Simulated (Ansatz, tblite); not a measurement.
# SnF2: charged states by level of theory

An exercise on one series of results from a longer session: the logs are not shown, and one member is left open.

Program: Ansatz 0.2.0, Gaussian basis. Level of theory: as each input shows. These are calculated values, not measurements.

The runs, in order: charge +1 doublet, at the geometry of the singlet (PBE0-D4/def2-TZVP, PBE-D4/def2-TZVP, r2SCAN-D4/def2-TZVP, CCSD(T)/def2-TZVPP); charge +1 doublet, relaxed (PBE0-D4/def2-TZVP, PBE-D4/def2-TZVP); the starting singlet's energies come from earlier runs.

4 further runs of the same task are left out: 4 set aside as unsound or not needed. Runs told in other sessions of the task aren't counted.

## The relaxed structure

The singlet was relaxed beforehand with PBE0-D4/def2-TZVP.

3 atoms, charge 0, spin multiplicity 1.

Atoms are counted from 1 here; the program's logs count them from 0.

Bond lengths: Sn1–F2 1.932 Å, Sn1–F3 1.932 Å. Angles: F2–Sn1–F3 95.8°.

Sn takes a core potential in the def2 sets. No spin-orbit coupling is included.

The first run:

Contents of in.yaml:

```yaml
crystal:
  periodic: [false, false, false]
  atoms:
    - {symbol: Sn, position_ang: [0.005430, -0.007548, -0.863456]}
    - {symbol: F, position_ang: [1.430626, -0.018342, 0.440941]}
    - {symbol: F, position_ang: [-1.436066, 0.025890, 0.422515]}
basis:
  gaussian: {orbitals: def2-TZVP}
total_charge: 1
magnetization: {spin_polarized: true, initial_magnetization: 1}
hamiltonian: {xc: pbe0, dispersion: d4}
output: {orbitals: {seedname: orbitals}}
```

Launch:

```
ansatz run in.yaml --threads 4 --pin off --events-out ev --progress --plain --max-ram 3916MiB
```

Steps of the session up to this table: Charge +1 doublet at the fixed geometry, PBE0-D4/def2-TZVP; Charge +1 doublet at the fixed geometry, PBE-D4/def2-TZVP; Charge +1 doublet at the fixed geometry, r2SCAN-D4/def2-TZVP; Charge +1 doublet at the fixed geometry, CCSD(T)/def2-TZVPP.

One of the session's tables, all rows but one given; the rest of the session is left out.

It belongs to the step «Vertical ionisation energy». 

| method | vertical ionisation energy (eV) |
| --- | --- |
| HF/def2-TZVPP | 10.54 |
| PBE-D4/def2-TZVP | 10.97 |
| r2SCAN-D4/def2-TZVP | 11.09 |
| PBE0-D4/def2-TZVP | 11.17 |
| MP2/def2-TZVPP | ? |
| CCSD/def2-TZVPP | 11.33 |
| CCSD(T)/def2-TZVPP | 11.28 |

Estimate the missing values for MP2/def2-TZVPP.

The run gave: vertical ionisation energy (eV): 11.42. In the column «vertical ionisation energy (eV)» it is the highest.
